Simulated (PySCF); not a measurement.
SMILES CO[CH2], doublet, PBE0/def2-SVP optimised geometry. Atoms within 1.6 Å of the plane z = 0.8 Å (x, y, z in Å): C1 (-0.51, -0.38, 2.31), O2 (-0.81, -0.88, 1.09), C3 (-0.30, -0.17, 0.00), H4 (-0.30, 0.69, 2.39), H6 (-0.65, 0.88, 0.00), H7 (0.81, -0.17, 0.00).

Computed with unrestricted PBE0/def2-TZVP (PySCF). Cells within 0.4 Å of a nucleus heavier than hydrogen are left out (blank, or x).

Map of the Laplacian of the electron density (e/bohr⁵), clipped to [-1.50, 1.50] on the plane z = 0.8 Å:

```
|7777777777777777777777777777777|
|7777777777777777777777777777777|
|7777777777777777777777777777777|
|7777777777777777777777777777777|
|7777777777777777777777777777777|
|7777777777777777777777777777777|
|7777777777777777777777777777777|
|7777777777777777777777777777777|
|7777777777777777777777777777777|
|7777777777777777777777777777777|
|7777777777777777777777777777777|
|7777777777777777777777777777777|
|7777777777777777777777777777777|
|7777777777788887777777777777777|
|7777777777888888777777777777777|
|7777777778888888877777777777777|
|7777777789998888877777777777777|
|7777777899976888887777777777777|
|7777777898300698877777777777777|
|7777777896xxx699877777777777777|
|7777777896xxx799877777777777777|
|7777777899515998777777777777777|
|7777777899999988777777777777777|
|7777777788999887777777777777777|
|7777777777888777777777777777777|
|7777777777777777777777777777777|
|7777777777777777777777777777777|
|7777777777777777777777777777777|
|7777777777777777777777777777777|
|7777777777777777777777777777777|
|7777777777777777777777777777777|
```
Scale: ten equal steps from -1.50 (start of '0') to 0.556 (end of '9'), in the order '0123456789'; x runs from -3.00 to 3.00, y from -3.00 (bottom) to 3.00 (top).
